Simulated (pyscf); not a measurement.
HO–Ti(F)(F)–F (SMILES [OH][Ti]([F])([F])[F]) + H₂ (SMILES [H][H]) → HO–TiH(F)–F (SMILES [OH][TiH]([F])[F]) + HF (SMILES F), a four-centre exchange (singlet surface; F–Ti, H–H broken, H–Ti, F–H formed). PySCF, gas phase, ωB97X-D3(BJ)/def2-SVP geometries. Energies in kcal/mol from the separated reactants.

Small-basis levels: PySCF, no dispersion term, spherical d functions. 

Quick HF/6-31G*+LANL2DZ single points give ΔE‡ = 65.7 kcal/mol and ΔE = +51.5 kcal/mol. What does ωB97M-D3(BJ)/def2-TZVP give, and how far is the quick result from it?

ωB97M-D3(BJ)/def2-TZVP gives ΔE‡ = 41.5 kcal/mol and ΔE = +41.6 kcal/mol. HF/6-31G*+LANL2DZ lies 24.2 kcal/mol over it in the barrier and 10.0 kcal/mol over it in the reaction energy, so on this step it does not hold to within 3.0 kcal/mol. ωB97M-D3(BJ)/def2-TZVP has limits of its own. On the product side the descent ends in an adduct with a F–Ti contact, 4.8 kcal/mol under the separated species and 3.1 kcal/mol under the saddle at ωB97X-D3(BJ)/def2-TZVP. What is counted as broken (F–Ti) persists as a longer contact in the product adduct; parting that adduct is a step of its own. One saddle was located; it need not be the lowest between these sides.
